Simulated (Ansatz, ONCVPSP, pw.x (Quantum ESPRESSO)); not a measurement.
## pw.x on diamond Si: one setting changed

Potential: optimised norm-conserving Vanderbilt (ONCV), ONCVPSP 4.0.1, LDA (Perdew-Wang 92); core [Ne], reference 3s2 3p2; waves: 3s: rc 1.80 bohr, ncon 4, nbas 8, qcut 4.3 1/bohr, 2 projectors, debl 2.9 Ha; 3p: rc 1.80 bohr, ncon 4, nbas 7, qcut 4.1 1/bohr, local; d scattering state at 0.29 Ha: rc 2.00 bohr, ncon 4, nbas 9, qcut 4.6 1/bohr, 1 projector; local part: the p channel; core correction: Teter function, fcfact 3, rcfact 1.4.

The reference run (k-mesh 9³, cutoffs 50/200 Ry, Fermi–Dirac 0.01 Ry, mixing_beta 0.4, conv_thr 1e-9, no spin) gives -0.22 GPa at 19.694 Å³/atom, where all-electron LAPW gives -0.03 GPa. This run, with its own iteration cap, changes conv_thr to 1e-06.

```
&control
  calculation='scf', prefix='x', pseudo_dir='./', outdir='./tmp', tstress=.true., disk_io='none'
/
&system
  ibrav=0, nat=2, ntyp=1, ecutwfc=50, ecutrho=200, nbnd=11,
  occupations='smearing', smearing='fd', degauss=0.01
/
&electrons
  conv_thr=1e-06, mixing_beta=0.4, electron_maxstep=60
/
ATOMIC_SPECIES
Si 1.0 Si.UPF
CELL_PARAMETERS angstrom
  0.00000000 2.70050288 2.70050288
  2.70050288 0.00000000 2.70050288
  2.70050288 2.70050288 0.00000000
ATOMIC_POSITIONS crystal
Si 0.0000 0.0000 0.0000
Si 0.2500 0.2500 0.2500
K_POINTS automatic
9 9 9 0 0 0
```

```bash
pw.x < Si.scf.in > Si.scf.out
```

How does the run end?

It converges in 5 iterations; the free energy moves by +0.0 meV/atom and the pressure by -0.02 GPa. The result is that of the reference run.

```
Message from routine setup:
     using ibrav=0 with symmetry is DISCOURAGED, use correct ibrav instead
     lattice parameter (alat)  =       7.2170  a.u.
     unit-cell volume          =     265.8034 (a.u.)^3
     number of electrons       =         8.00
     number of Kohn-Sham states=           11
     kinetic-energy cutoff     =      50.0000  Ry
     charge density cutoff     =     200.0000  Ry
     scf convergence threshold =      1.0E-06
     Exchange-correlation= SLA  PW   NOGX NOGC
     number of k points=    35  Fermi-Dirac smearing, width (Ry)=  0.0100
     iteration #  1     ecut=    50.00 Ry     beta= 0.40
     total energy              =     -16.87641467 Ry
     estimated scf accuracy    <       0.06027676 Ry
     iteration #  2     ecut=    50.00 Ry     beta= 0.40
     total energy              =     -16.87241085 Ry
     estimated scf accuracy    <       0.01546872 Ry
     iteration #  3     ecut=    50.00 Ry     beta= 0.40
     total energy              =     -16.87337813 Ry
     estimated scf accuracy    <       0.00026732 Ry
     iteration #  4     ecut=    50.00 Ry     beta= 0.40
     total energy              =     -16.87340326 Ry
     estimated scf accuracy    <       0.00000459 Ry
     iteration #  5     ecut=    50.00 Ry     beta= 0.40
     the Fermi energy is     6.4191 ev
!    total energy              =     -16.87340418 Ry
     estimated scf accuracy    <       0.00000031 Ry
     smearing contrib. (-TS)   =      -0.00036773 Ry
     The total energy is F=E-TS. E is the sum of the following terms:
     one-electron contribution =       4.98036705 Ry
     hartree contribution      =       1.07761600 Ry
     xc contribution           =      -6.04189389 Ry
     ewald contribution        =     -16.88912561 Ry
     convergence has been achieved in   5 iterations
          total   stress  (Ry/bohr**3)                   (kbar)     P=       -2.35
     Message from routine punch:
     Nothing written, as per user request (disk_io='none')
```

The run took about 7 s on one core of a shared host (AMD EPYC 7R43 64-Core Processor, 256 threads, 1004 GiB, load 142).
